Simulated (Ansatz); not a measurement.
# AlH₄+ (singlet): from Hartree-Fock to the top rungs at distance H2–H3 = 1.053 Å, cc-pVDZ

An exercise on one series of results from a longer session: the logs are not shown, and one member is left open.

Program: Ansatz 0.2.0, Gaussian basis. Level of theory: cc-pVDZ, core rule «outside noble gas», up to 5 orbitals frozen. These are calculated values, not measurements.

To be run: UHF; CCSD(T) on RHF; BCCD(T) on RHF; CISD; CCSDT(Q) on RHF; CASSCF and MRCISD+Q, 2 electrons in 2 orbitals; CASSCF and NEVPT2, 2 electrons in 2 orbitals; Full CI.

52 further runs of the same task are left out: 33 for a known fault of the program, 1 for a mislabelled method, 13 that didn't finish, 5 set aside as unsound or not needed.

## The geometry

The geometry derives from a PBE0/def2-TZVP stationary point (not a proven minimum). One bond is set to the value named and the two fragments are kept rigid.

5 atoms, charge 1, spin multiplicity 1.

Atoms are counted from 1 here; the program's logs count them from 0.

Bond lengths: Al1–H4 1.552 Å, Al1–H5 1.552 Å. Angles: H4–Al1–H5 164.0°.

As a file:

```xyz
5
charge 1, multiplicity 1
Al    0.0000   -0.0092   -0.1186
H     0.0000   -0.3940    1.9224
H     0.0000    0.6590    1.9224
H     0.0000    1.5277   -0.3348
H     0.0000   -1.5461   -0.3348
```

Set-up of the first run:

Contents of in.yaml:

```yaml
crystal:
  periodic: [false, false, false]
  atoms:
    - {symbol: Al, position_ang: [0.000000, -0.009211, -0.118619]}
    - {symbol: H, position_ang: [0.000001, -0.394004, 1.922431]}
    - {symbol: H, position_ang: [-0.000001, 0.658996, 1.922431]}
    - {symbol: H, position_ang: [-0.000002, 1.527724, -0.334770]}
    - {symbol: H, position_ang: [0.000002, -1.546146, -0.334771]}
basis:
  gaussian: {orbitals: cc-pVDZ}
total_charge: 1
magnetization: {spin_polarized: true, initial_magnetization: 0}
hamiltonian: {xc: hf}
output: {orbitals: {seedname: orbitals}}
```

Command:

```sh
> ansatz run in.yaml --threads 1 --pin off --events-out ev --progress --plain --max-ram 2393MiB
```

Steps of the session up to this table: UHF; CCSD(T) on RHF; BCCD(T) on RHF; CISD; CCSDT(Q) on RHF; CASSCF and MRCISD+Q, 2 electrons in 2 orbitals; CASSCF and NEVPT2, 2 electrons in 2 orbitals; Full CI.

One of the session's tables, all rows but one given; the rest of the session is left out.

It belongs to the step «Misses and costs». 

| method | from FCI (kcal/mol) |
| --- | --- |
| RHF | +70.42 |
| RMP2 | +18.38 |
| CISD | ? |
| RCCSD | +0.92 |
| RCCSD(T) | +0.25 |
| BCCD(T) | +0.24 |
| RCCSDT | +0.03 |
| RCCSDT(Q) | +0.01 |
| CASSCF pair | +54.19 |
| NEVPT2 pair | +15.32 |
| FCI | 0 |

Estimate the missing values for CISD.

The run gave: from FCI (kcal/mol): +3.76. In the column «from FCI (kcal/mol)» it lies between RCCSD (+0.92) and NEVPT2 pair (+15.32).

Not comparable, so not listed: CASSCF and MRCISD+Q, 2 electrons in 2 orbitals (they don't share determinant, frozen orbitals or solution with the rows shown, or repeat one).

To keep in mind: Warnings in the runs' records: passed over end.
